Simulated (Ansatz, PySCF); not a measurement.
System: HF, charge 0, singlet. HF (fluorane, SMILES F).
B3LYP-D3(BJ)/def2-TZVP minimum from Ansatz (a quantum-chemistry and plane-wave program):
```xyz
2

F      0.0000     0.0000    -0.0925
H      0.0000     0.0000     0.8321
```

Total energies in hartree (Ansatz). Radicals and triplets start from unrestricted determinants; spin-orbit coupling is neglected. Cores are frozen in correlated methods. No relativity. For partners of very few electrons the exact lower level stands in for a higher one.

```tsv
species	HF/cc-pVTZ	CCSD(T)/cc-pVTZ	HF/cc-pVQZ	CCSD(T)/cc-pVQZ	CCSD(T)/cc-pV5Z	CCSDT(Q)/cc-pV5Z
1: HF (fluorane, SMILES F)	-100.05760	-100.33830	-100.06726	-100.37310	-100.38511	-100.38535
2: F (doublet)	-99.40552	-99.62036	-99.41377	-99.65026	-99.66063	-99.66090
3: H (doublet)	-0.49981	-0.49981	-0.49995	-0.49995	-0.49999	-0.49999
```

### Question
Work out the enthalpy of formation at 298 K (by atomisation, with ideal-gas terms from PySCF's Hessian at B3LYP-D3(BJ)/def2-TZVP and the atoms' measured values of the G2/97 table; no spin-orbit terms) in kJ/mol: take Hartree-Fock from cc-pVQZ, extrapolate the CCSD(T) correlation energy as X^-3 (X = 3, 4), and add CCSDT(Q) - CCSD(T) in cc-pV5Z. The further terms named in the bracket sum to +0.12102 hartree. 1 hartree = 2625.5 kJ/mol.

### Answer

Species 1: correlation (64·(-0.30584) - 27·(-0.28070))/37 = -0.32419; step -0.00024; E1 = -100.06726 + (-0.32419) + (-0.00024) = -100.39169
Species 2: correlation (64·(-0.23649) - 27·(-0.21484))/37 = -0.25229; step -0.00027; E2 = -99.41377 + (-0.25229) + (-0.00027) = -99.66633
Species 3: correlation (64·(0.00000) - 27·(0.00000))/37 = 0.00000; step +0.00000; E3 = -0.49995 + (0.00000) + (+0.00000) = -0.49995
+1·E1 -1·E2 -1·E3 +0.12102 = -0.10439 hartree = -274.1 kJ/mol. Measured: -65.2 kcal/mol, -272.7 kJ/mol (Active Thermochemical Tables 1.112 (ions: stationary electron), as tabulated in the package chemicals); atomic spin-orbit terms, which the calculations lack, would raise the computed values. The composite differs from it by -1.4 kJ/mol; core, relativistic and spin-orbit terms are not in it.
